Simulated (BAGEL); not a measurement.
# B3LYP/6-31G(d) (density fitting with qzvpp-jkfit, spherical functions) run of SiH2SO (SMILES O[Si]S)

Aim: the energy change on altering one bond length of SiH2SO at B3LYP/6-31G* (density fitting with qzvpp-jkfit, spherical functions), from 2 runs. 

The calculation is run with BAGEL 1.2.2.

1 further run of the same task is left out (set aside as unsound or not needed). Runs told in other sessions of the task aren't counted.

## Step 1: The molecule

SiH2SO: 5 atoms, total charge 0, spin state singlet. SMILES: `O[Si]S`. Geometry: relaxed at PBE0-D4/def2-TZVP. This is one conformer, not always the lowest.

Bond lengths: O1–Si2 1.646 Å, Si2–S3 2.176 Å, O1–H4 0.960 Å, S3–H5 1.346 Å. Angles: O1–Si2–S3 104.3°, Si2–O1–H4 123.1°, Si2–S3–H5 99.8°.

## Step 2: The energy at B3LYP/6-31G(d) (density fitting with qzvpp-jkfit, spherical functions)

Contents of job.json:

```json
{ "bagel": [

{
  "title": "molecule",
  "basis": "6-31gs.json",
  "df_basis": "qzvpp-jkfit",
  "angstrom": "true",
  "geometry": [
    { "atom": "O", "xyz": [   -1.194700,   -0.658900,   -0.325800 ] },
    { "atom": "Si", "xyz": [   -0.956800,    0.951300,   -0.079500 ] },
    { "atom": "S", "xyz": [    1.167700,    1.118600,    0.360300 ] },
    { "atom": "H", "xyz": [   -0.489400,   -1.308100,   -0.267200 ] },
    { "atom": "H", "xyz": [    1.523000,   -0.176500,    0.270700 ] }
  ]
},
{
  "title": "ks",
  "xc_func": "b3lyp"
},
{
  "title": "print",
  "file": "orbitals.molden",
  "orbitals": "true"
}

]}
```

The basis set 6-31G* is read from a file made from the Basis Set Exchange's data (not shown).

On the command line:

```console
$ BAGEL_NUM_THREADS=1 BAGEL job.json > job.out
```

Log:

```text
* using 1 threads per process

  ===============================================================
  ===============================================================

  *** Geometry ***

  { "atom" : "O", "xyz" : [     -2.257656,     -1.245141,     -0.615673 ] },
  { "atom" : "Si", "xyz" : [     -1.808090,      1.797696,     -0.150233 ] },
  { "atom" : "S", "xyz" : [      2.206633,      2.113848,      0.680868 ] },
  { "atom" : "H", "xyz" : [     -0.924832,     -2.471951,     -0.504935 ] },
  { "atom" : "H", "xyz" : [      2.878053,     -0.333537,      0.511549 ] },

  Number of auxiliary basis functions:      369

  Since a DF basis is specified, we compute 2- and 3-index integrals:
    o Being stored without compression. Storage requirement is 0.009 GB

  Number of basis functions:       54
  Number of electrons      :       40

    * METHOD: MOLECULE                             0.08

  *** Kohn-Sham DFT ***

    * Removing 7603 points whose weight is below 1.00e-10
    * Grid points: 66927

  === Nuclear Repulsion ===
   133.9315817728

       - DIIS with orbital gradients will be used.

  === KS iteration (b3lyp / 6-31gs.json) ===
      0       -749.99544796          0.15139541           0.13
      1       -754.06043097          0.13019208           0.10
      2       -758.88455443          0.10947243           0.09
      3       -763.47917056          0.05191711           0.09
      4       -763.95189230          0.02805940           0.09
      5       -764.09799601          0.00849641           0.09
      6       -764.13131899          0.00269048           0.09
      7       -764.13401821          0.00087335           0.09
      8       -764.13436091          0.00012968           0.09
      9       -764.13436687          0.00002661           0.09
     10       -764.13436708          0.00000583           0.08
     11       -764.13436708          0.00000586           0.09
     12       -764.13436709          0.00000084           0.08
     13       -764.13436709          0.00000034           0.08
     14       -764.13436709          0.00000010           0.08
     15       -764.13436709          0.00000003           0.08
     16       -764.13436709          0.00000001           0.09
    * SCF iteration converged.

    * Permanent dipole moment:
           (   -0.264053,     0.866437,     0.055085) a.u.

    * METHOD: KS                                   1.73

    * METHOD: PRINT                                0.00

  ===============================================================
```

Wall time 2 s (1 thread of Intel Xeon 6975P-C (Granite Rapids), shared host); peak memory 0.21 GiB.

## Step 3: The distorted shape

Contents of job.json:

```json
{ "bagel" : [

{
  "title" : "molecule",
  "basis" : "6-31gs.json",
  "df_basis" : "qzvpp-jkfit",
  "angstrom" : true,
  "geometry" : [
    { "atom" : "O", "xyz" : [   -1.406288,   -0.464142,   -0.343380 ] },
    { "atom" : "Si", "xyz" : [   -1.168388,    1.146058,   -0.097080 ] },
    { "atom" : "S", "xyz" : [    0.956112,    1.313358,    0.342720 ] },
    { "atom" : "H", "xyz" : [   -0.489400,   -1.308100,   -0.267200 ] },
    { "atom" : "H", "xyz" : [    1.311412,    0.018258,    0.253120 ] }
  ]
},
{ "title" : "ks", "xc_func" : "b3lyp" },
{ "title" : "print", "file" : "orbitals.molden", "orbitals" : true }

]}
```

The basis set 6-31G* is read from a file made from the Basis Set Exchange's data (not shown).

On the command line:

```console
$ BAGEL_NUM_THREADS=1 BAGEL job.json > job.out
```

Log:

```text
* using 1 threads per process

  ===============================================================
  ===============================================================

  *** Geometry ***

  { "atom" : "O", "xyz" : [     -2.657499,     -0.877101,     -0.648894 ] },
  { "atom" : "Si", "xyz" : [     -2.207933,      2.165736,     -0.183455 ] },
  { "atom" : "S", "xyz" : [      1.806790,      2.481887,      0.647647 ] },
  { "atom" : "H", "xyz" : [     -0.924832,     -2.471951,     -0.504935 ] },
  { "atom" : "H", "xyz" : [      2.478210,      0.034503,      0.478327 ] },

  Number of auxiliary basis functions:      369

  Since a DF basis is specified, we compute 2- and 3-index integrals:
    o Being stored without compression. Storage requirement is 0.009 GB

  Number of basis functions:       54
  Number of electrons      :       40

    * METHOD: MOLECULE                             0.08

  *** Kohn-Sham DFT ***

    * Removing 7274 points whose weight is below 1.00e-10
    * Grid points: 67256

  === Nuclear Repulsion ===
   132.5777363054

       - DIIS with orbital gradients will be used.

  === KS iteration (b3lyp / 6-31gs.json) ===
      0       -749.95598518          0.14699854           0.13
      1       -753.78329107          0.12760636           0.10
      2       -758.16539969          0.11156323           0.09
      3       -762.84154905          0.07232993           0.09
      4       -763.88140791          0.02857002           0.09
      5       -764.05010351          0.00985139           0.09
      6       -764.09141840          0.00351895           0.09
      7       -764.09622999          0.00078873           0.09
      8       -764.09643603          0.00022009           0.09
      9       -764.09645409          0.00004559           0.09
     10       -764.09645449          0.00001926           0.09
     11       -764.09645457          0.00000384           0.08
     12       -764.09645457          0.00000154           0.09
     13       -764.09645457          0.00000031           0.09
     14       -764.09645457          0.00000010           0.09
     15       -764.09645457          0.00000005           0.09
     16       -764.09645457          0.00000001           0.10
    * SCF iteration converged.

    * Permanent dipole moment:
           (   -0.298227,     0.822203,     0.042866) a.u.

    * METHOD: KS                                   1.74

    * METHOD: PRINT                                0.00

  ===============================================================
```

Wall time 2 s (1 thread of Intel Xeon 6975P-C (Granite Rapids), shared host); peak memory 0.21 GiB.

## Step 4: What came out

Level: B3LYP/6-31G* (density fitting with qzvpp-jkfit, spherical functions).

| quantity | value |
| --- | --- |
| first shape: total energy | -764.13437 Eh |
| first shape: dipole moment | 2.31 D |
| first shape: HOMO energy | -6.85 eV |
| first shape: LUMO energy | -1.77 eV |
| first shape: HOMO–LUMO gap | 5.08 eV |
| distorted shape: total energy | -764.09645 Eh |
| distorted shape: dipole moment | 2.23 D |
| distorted shape: HOMO energy | -6.90 eV |
| distorted shape: LUMO energy | -1.73 eV |
| distorted shape: HOMO–LUMO gap | 5.17 eV |
| energy change with the O1–H4 bond stretched from 0.960 to 1.248 Å | 1.032 eV |

What this shows: With the O1–H4 bond stretched from 0.960 to 1.248 Å the energy rises by 1.03 eV (100 kJ/mol). The first shape isn't relaxed at this level, so the change isn't measured from a minimum.
